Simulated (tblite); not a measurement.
Species: CH₇Si₂ (doublet state).
Bonds: Si1–C2, C2–Si3. Hydrogens: H4, H5 on Si1; H6, H7 on C2; H8, H9, H10 on Si3.

Structure optimised with GFN2-xTB, isolated species. This method treats the open shell by occupation alone, without spin polarisation.

Problem. List the bond lengths and angles at this level.

Solution. 
```
                   bond  length (Å)
                 Si1–C2       1.896
                 C2–Si3       1.904
         Si1–H4, Si1–H5       1.459
           C2–H6, C2–H7       1.091
Si3–H8, Si3–H9, Si3–H10       1.465
```

Bonds in one row agree within 0.01 Å and their mean is given. A selection of angles:
```
     angle  degrees
 C2–Si1–H4    113.1
 H4–Si1–H5    112.6
Si1–C2–Si3    114.6
 Si1–C2–H6    109.2
 Si3–C2–H6    108.7
  H6–C2–H7    106.0
 C2–Si3–H8    109.4
 H8–Si3–H9    109.7
```

Si3 (silicon bonded to C and 3 H) is tetrahedral (angles from 109.1° to 110.1°). Si1 (silicon bonded to C and 2 H) is pyramidal (angles 113.3°, 113.1° and 112.6°, sum 338.9°, 0.43 Å off the plane of its three neighbours).

Point group: Cs (every atom within 0.08 Å of its image). Its GFN2-xTB frequencies are all real (lowest 103 cm⁻¹). Torsions: H–Si1–C2–Si3 -65° and 65°.

One conformer stands for the species.

The numbers are calculated, not measured.
